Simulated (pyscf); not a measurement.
H₂In–SbH₂ + hydrogen (H₂) → SbH₃ + InH₃ (four-centre exchange; singlet surface; In–Sb, H–H broken, H–Sb, H–In formed). Optimised with ωB97X-D3(BJ)/def2-SVP in PySCF. Energies in kcal/mol from the separated reactants.

```json
[
 {"level": "ωB97X-D3(BJ)/def2-TZVP", "barrier": "38.0", "reaction energy": "+22.7"},
 {"level": "PBE/def2-TZVP", "barrier": "…", "reaction energy": "+16.7"},
 {"level": "r²SCAN/def2-TZVP", "barrier": "30.2", "reaction energy": "+17.0"},
 {"level": "B3LYP-D3(BJ)/def2-TZVP", "barrier": "33.7", "reaction energy": "+16.5"},
 {"level": "PBE0-D3(BJ)/def2-TZVP", "barrier": "30.9", "reaction energy": "+17.2"},
 {"level": "HF/def2-TZVP", "barrier": "…", "reaction energy": "…"}
]
```

Task: Some entries are withheld; supply them.

Result: 
- PBE/def2-TZVP, barrier: 29.0
- HF/def2-TZVP, barrier: 49.9
- HF/def2-TZVP, reaction energy: +11.0

The functionals in the table span 9.0 kcal/mol in this barrier, from PBE to ωB97X-D3(BJ)/def2-TZVP. On the product side the descent ends in a complex, 6.9 kcal/mol under the separated species and 22.2 kcal/mol under the saddle at ωB97X-D3(BJ)/def2-TZVP. At the saddle there is also a short H–In contact that neither side keeps. One saddle was located; it need not be the lowest between these sides. Elements past Kr carry the def2 core potentials, without spin-orbit coupling.
